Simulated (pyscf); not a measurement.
Four-centre exchange: `[AsH3]` + `[GaH]` [singlet] -> `[Ga][AsH2]` [singlet] + `[H][H]`

Gas phase, singlet surface, charge 0. Bonds broken: As1–H2, Ga5–H6. Bonds formed: As1–Ga5, H2–H6. Structures and frequencies: ωB97X-D3(BJ)/def2-SVP in PySCF.

Transition state (Å):

```xyz
6

As    -1.6113    -0.9893     0.4373
H     -0.8396     0.6129     0.7908
H     -0.6035    -1.6810    -0.4696
H     -2.5505    -0.6837    -0.7208
Ga    -0.2958     1.2015    -1.0637
H     -0.3222     1.6252     0.7748
```

One imaginary mode, 1296i cm⁻¹; descent along it reached the two sides named, in the forms told below.

| bond | change | reactant side (Å) | saddle | product side |
|---|---|---|---|---|
| As1–H2 | breaks | 1.523 | 1.813 | 3.3 |
| Ga5–H6 | breaks | 1.680 | 1.887 | 2.9 |
| As1–Ga5 | forms | 3.4 | 3.0 | 2.509 |
| H2–H6 | forms | 2.320 | 1.137 | 0.762 |

Electronic energies relative to the separated reactants (kJ/mol):

| level | barrier | reaction energy | reverse barrier |
|---|---|---|---|
| ωB97X-D3(BJ)/def2-TZVP | 32.0 | -86.2 | 118.2 |
| PBE/def2-TZVP | 5.8 | -70.9 | 76.7 |
| r²SCAN/def2-TZVP | 14.3 | -70.7 | 85.0 |
| B3LYP-D3(BJ)/def2-TZVP | 27.7 | -67.1 | 94.8 |
| PBE0-D3(BJ)/def2-TZVP | 17.1 | -69.1 | 86.2 |
| M06-2X/def2-TZVP | 40.7 | -74.1 | 114.8 |
| ωB97M-D3(BJ)/def2-TZVP | 47.8 | -57.0 | 104.8 |
| HF/def2-TZVP | 122.5 | -33.2 | 155.7 |

With ωB97M-D3(BJ)/def2-TZVP energies and thermal terms (ideal gas, 1 atm, RRHO with modes under 100 cm⁻¹ raised to 100, one conformer, R ln 2 for chiral ones without a mode under 150 cm⁻¹), in kJ/mol:

```
T (K)   ΔH‡    ΔG‡     ΔH     ΔG
-----  ----  -----  -----  -----
298    42.8   76.3  -58.2  -57.2
600    44.1  109.9  -54.1  -57.9
900    46.3  142.3  -52.1  -60.3
1200   48.4  174.0  -51.5  -63.2
```

On the reactant side the descent ends in a complex, 19.9 kJ/mol under the separated species and 51.9 kJ/mol under the saddle at ωB97X-D3(BJ)/def2-TZVP. This is the saddle that the search found; another between the same sides may lie lower. Elements up to Kr have no core potential and no relativistic terms here.
